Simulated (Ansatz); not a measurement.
**AlHO2+ (doublet): the correlation ladder, def2-QZVPP**

An exercise on one series of results from a longer session: the logs are not shown, and one member is left open.

The runs use Ansatz 0.2.0, Gaussian basis; def2-QZVPP, core rule «outside noble gas», up to 7 orbitals frozen.

The runs, in order: UHF; ROHF; CCSD(T) on UHF.

2 further runs of the same task are left out: 2 set aside as unsound or not needed.

### The system

The geometry is a PBE0/def2-TZVP stationary point (not a proven minimum) of the parent state, kept for this charge and spin.

4 atoms, charge 1, spin multiplicity 2.

Atoms are counted from 1 here; the program's logs count them from 0.

Bond lengths: O1–Al2 1.596 Å, Al2–O3 1.631 Å, O3–H4 0.946 Å. Angles: O1–Al2–O3 180.0°, Al2–O3–H4 180.0°.

The first run:

Contents of in.yaml:

```yaml
crystal:
  periodic: [false, false, false]
  atoms:
    - {symbol: O, position_ang: [0.000000, 0.000000, -2.248625]}
    - {symbol: Al, position_ang: [0.000000, 0.000000, -0.653025]}
    - {symbol: O, position_ang: [0.000000, 0.000000, 0.977875]}
    - {symbol: H, position_ang: [0.000000, 0.000000, 1.923775]}
basis:
  gaussian: {orbitals: "def2-QZVPP.json"}
total_charge: 1
magnetization: {spin_polarized: true, initial_magnetization: 1}
hamiltonian: {xc: hf}
output: {orbitals: {seedname: orbitals}}
```

Run with:

```bash
$ ansatz run in.yaml --threads 1 --pin off --events-out ev --progress --plain --max-ram 2393MiB
```

Steps of the session up to this table: UHF; ROHF; CCSD(T) on UHF.

One table of the session follows, with a row left open; its other results are not shown here.

```
  method  from UCCSD(T) (kJ/mol)
    ROHF                       ?
     UHF                 +1413.8
    UMP2                   +71.8
   UCCSD                   +47.6
UCCSD(T)                       0
```

Q: Estimate the row for ROHF from the others.

**Answer.** from UCCSD(T) (kJ/mol): +1425.7. In the column «from UCCSD(T) (kJ/mol)» it is the highest.
